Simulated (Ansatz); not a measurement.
in.yaml

```yaml
crystal:
  periodic: [false, false, false]
  atoms:
    - {symbol: Hf, position_ang: [0.000000, 0.000000, 0.151091]}
    - {symbol: F, position_ang: [0.000000, 0.970550, -1.740359]}
    - {symbol: F, position_ang: [0.000000, 0.000000, 2.061221]}
    - {symbol: F, position_ang: [0.000000, -0.970550, -1.740359]}
basis:
  gaussian: {orbitals: def2-SVP}
magnetization: {spin_polarized: true, initial_magnetization: 3}
hamiltonian: {xc: {name: PBE0}}
output: {forces: true, orbitals: {seedname: orbitals}}
```

```sh
$ ansatz run in.yaml --threads 1 --pin off --events-out ev --progress --plain --max-ram 2816MiB --backend cpu
```

The program prints:

```
706 factors; integrals over basis functions are off by at most 5.3e-4 eV
mean field evaluation 1: about -9439.4943 eV, gradient 2.8e1 eV
mean field evaluation 2: about -9431.7318 eV, gradient 5.7e1 eV
mean field evaluation 4: about -9442.0666 eV, gradient 2.4e0 eV
mean field evaluation 8: about -9442.1675 eV, gradient 1.3e-1 eV
mean field evaluation 16: about -9442.1678 eV, gradient 6.4e-4 eV
mean field evaluation 32: about -9442.1678 eV, gradient 1.5e-6 eV
mean field -9442.16777878 eV, -346.9932657390 hartree, gradient 2.0e-8 eV, S^2 3.757169; 1 other end points of the search recorded, 0 dependent functions left out
the calculation of the forces begins
reference -9442.16782364 eV, -346.9932673874 hartree; 21, 18 occupied and 53, 56 virtual orbitals, 706 factors
Total energy: -9442.16782364 eV, -346.9932673874 hartree
Atom 0 at     0.000000     0.000000     0.151091 Å, force     0.000000     0.000000    -0.322128 eV/Å
Atom 1 at     0.000000     0.970550    -1.740359 Å, force    -0.000000     0.071156     0.046721 eV/Å
Atom 2 at     0.000000     0.000000     2.061221 Å, force    -0.000000     0.000000     0.228686 eV/Å
Atom 3 at     0.000000    -0.970550    -1.740359 Å, force    -0.000000    -0.071156     0.046721 eV/Å
Dipole moment:     0.000000     0.000000    -0.008351 e Å
```

Forces (eV/Å):
```
Hf   0.000  0.000 -0.322
F    0.000  0.071  0.047
F    0.000  0.000  0.229
F    0.000 -0.071  0.047
```

Ran on 1 thread of AMD EPYC 7R13, shared host: 12 s wall, 0.22 GiB peak host memory.
